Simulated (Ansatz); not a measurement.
# HO2Si: the cost of one run

The runs use Ansatz 0.2.0, Gaussian basis; def2-QZVPP, all electrons in the functionals, frozen cores in the correlation of double hybrids and RPA.

The runs, in order: wB97M-V, B2PLYP, at charge 0, quartet; charge 0, doublet; charge 0, sextet; charge 1, triplet; charge 1, quintet.

3 further runs of the same task are left out: 1 that didn't finish, 2 set aside as unsound or not needed.

### 1 The geometry

The geometry is a PBE0/def2-TZVP stationary point (not a proven minimum).

4 atoms, charge 0, spin multiplicity 4.

Atoms are counted from 1 here; the program's logs count them from 0.

Bond lengths: Si1–O2 1.675 Å, Si1–O3 1.675 Å, Si1–H4 1.518 Å. Angles: O2–Si1–O3 108.7°, O2–Si1–H4 103.2°, O3–Si1–H4 103.2°.

No dispersion term is added; wB97M-V holds VV10 nonlocal correlation.

The geometry shown and the zero of energy belong to the point charge 0, quartet. The yardstick, UCCSD(T), and other wave-function levels (R restricted, U unrestricted, valence and pair active spaces) come from earlier runs.

### 2 wB97M-V, charge 0, quartet

File in.yaml:

```yaml
crystal:
  periodic: [false, false, false]
  atoms:
    - {symbol: Si, position_ang: [-0.131469, -0.484771, 0.000000]}
    - {symbol: O, position_ang: [0.080687, 0.468628, -1.360578]}
    - {symbol: O, position_ang: [0.080687, 0.468628, 1.360578]}
    - {symbol: H, position_ang: [1.101729, -1.369640, 0.000000]}
basis:
  gaussian: {orbitals: "def2-QZVPP.json"}
magnetization: {spin_polarized: true, initial_magnetization: 3}
hamiltonian: {xc: {name: wB97M-V}}
output: {orbitals: {seedname: orbitals}}
```

Command:

```sh
$ ansatz run in.yaml --threads 1 --pin off --events-out ev --progress --plain --max-ram 2393MiB
```

Q: Estimate wall time and peak memory on 1 thread of Arm Neoverse V2, shared host.

About 64 s, with a peak of 0.74 GiB.
